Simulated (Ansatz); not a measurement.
[BH2···H···H], doublet along the distance B1-H4

All five atoms lie in one plane.

Starting geometry:

```xyz
5

B    -0.1512    0.0000    0.0000
H    -0.7479    1.0336    0.0000
H    -0.7479   -1.0336    0.0000
H     1.0423    0.0000    0.0000
H     2.0748    0.0000    0.0000
```

From there H4 is moved from one fragment to the other while all else, the fragments' distance too, stays fixed; atoms are numbered as listed. Energies are in kJ/mol, counted from the starting geometry at the same level.

Basis 6-31G; Ansatz 0.2.0. Only valence electrons are correlated (noble-gas cores frozen). R marks a restricted (for open shells ROHF) determinant, U an unrestricted one.

Full CI is exact within this basis and frozen core; it isn't the basis-set limit. The frozen core follows each run's orbitals, which can shift R against U totals by a few meV.

| distance B1-H4 (Å) | full CI | unpaired electrons (full CI) | error RHF | error UHF | error RCCSD(T) | error UCCSD(T) | error BCCD(T) | error UCCSDTQ |
| --- | --- | --- | --- | --- | --- | --- | --- | --- |
| 1.110 | 9.2 | 1.01 | -9.6 | -5.9 | -0.1 | -0.1 | -0.1 | 0.0 |
| 1.194 | 0.0 | 1.01 | 0.0 | 0.0 | 0.0 | 0.0 | 0.0 | 0.0 |
| 1.235 | 0.1 | 1.02 | 5.3 | 2.9 | 0.0 | 0.0 | 0.0 | 0.0 |
| 1.276 | 1.9 | 1.02 | 10.6 | 5.6 | 0.1 | 0.1 | 0.1 | 0.0 |
| 1.317 | 4.5 | 1.02 | 15.2 | 7.9 | 0.1 | 0.1 | 0.1 | 0.0 |
| 1.358 | 7.5 | 1.02 | 18.5 | 9.6 | 0.1 | 0.2 | 0.2 | 0.0 |
| 1.399 | 10.7 | 1.02 | 19.6 | 10.6 | 0.1 | 0.2 | 0.2 | 0.0 |
| 1.440 | 14.6 | 1.02 | 18.3 | 10.8 | 0.1 | 0.2 | 0.2 | 0.0 |
| 1.481 | 20.0 | 1.02 | 15.3 | 10.2 | 0.1 | 0.1 | 0.1 | 0.0 |

Unpaired electrons are Σ n²(2−n)² over natural occupations. Errors are those of relative energies. In total energy the starting point itself misses full CI by: RHF 214.3, UHF 204.2, RCCSD(T) 0.9, UCCSD(T) 0.9, BCCD(T) 0.9, UCCSDTQ 0.0 kJ/mol.

Spread of the error over the points with a reference, to 1.481 Å (largest less smallest): UCCSDTQ 0.0, RCCSD(T) 0.2, BCCD(T) 0.2, UCCSD(T) 0.3, UHF 16.7, RHF 29.2 kJ/mol.
